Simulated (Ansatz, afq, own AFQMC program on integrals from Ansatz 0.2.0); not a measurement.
**Where AFQMC and coupled cluster stand for Si$_{2}$, singlet**

```xyz
2

Si    0.0000    0.0000    0.0000
Si    0.0000    0.0000    3.6600
```

Basis 6-31G. Only valence electrons are correlated. AFQMC by an in-house program on the Cholesky factors that Ansatz 0.2.0 writes for its CCSD(T) run. The CISD trial takes its coefficients from CCSD amplitudes. Released means that phaseless walkers are propagated on without the constraint, phases kept. Error bars are statistical, one sigma.

Determinant: RHF, the one that the program's search chose, which needn't be the lowest solution. The geometry is a point of a scan.

Full CI on the same integrals is exact in this basis and with this determinant's frozen core.

Cautions: another spin lies lower; restricted determinant unstable towards unrestricted (UHF 3.57 eV lower, ⟨S²⟩ 1.99); the search met a lower determinant of the same kind, perhaps of another symmetry (756 meV lower), and this one is a saddle point; strong correlation (T1 0.035, weight of the determinant 0.55, largest double 0.65); (T) is large, 7 % of the CCSD correlation; the CCSD(T) amplitudes may be one of several solutions (largest double 0.65); the CCSDT(Q) amplitudes may be one of several solutions (largest double 0.69); the CCSDTQ amplitudes may be one of several solutions (largest double 0.68); the released energies are still falling, so no released level is given (meV from the phaseless value at times in 1/Eh: -27 ± 9 at 0.24, -50 ± 6 at 0.51, -81 ± 7 at 0.99, -110 ± 6 at 1.62, -174 ± 21 at 2.40); the ph-AFQMC/CISD walk drifts between its halves (2.4 errors); the determinant fills πx and πy unequally, so it mixes two states of the linear molecule, and each level undoes that mixture to a different degree, while full CI gives the lower state.

The T1 diagnostic is 0.0349, the weight of the determinant in the CISD state is 0.554 and the size of the correlated space is 8 electrons in 16 orbitals.

Reference: full CI, correlation energy -5.161 eV. The cautions show a poor starting determinant, so the rows tell how each method copes with it here, and full CI is the sure value.

```json
{"level": "HF", "E − E(reference) (kcal/mol)": "119.02", "share of correlation (%)": "0.00"}
{"level": "MP2", "E − E(reference) (kcal/mol)": "19.40", "share of correlation (%)": "83.70"}
{"level": "CCSD", "E − E(reference) (kcal/mol)": "5.28", "share of correlation (%)": "95.56"}
{"level": "CCSD(T)", "E − E(reference) (kcal/mol)": "-2.67", "share of correlation (%)": "102.24"}
{"level": "CCSDT", "E − E(reference) (kcal/mol)": "-0.40", "share of correlation (%)": "100.33"}
{"level": "CCSDT(Q)", "E − E(reference) (kcal/mol)": "0.04", "share of correlation (%)": "99.97"}
{"level": "CCSDTQ", "E − E(reference) (kcal/mol)": "0.13", "share of correlation (%)": "99.89"}
{"level": "ph-AFQMC/CISD", "E − E(reference) (kcal/mol)": "7.00 ± 0.21", "share of correlation (%)": "94.12"}
```

CCSDT and higher add their correlation energy to the determinant of the CCSD(T) run, since their own runs factorise the integrals more tightly (a shift of under 2 meV).
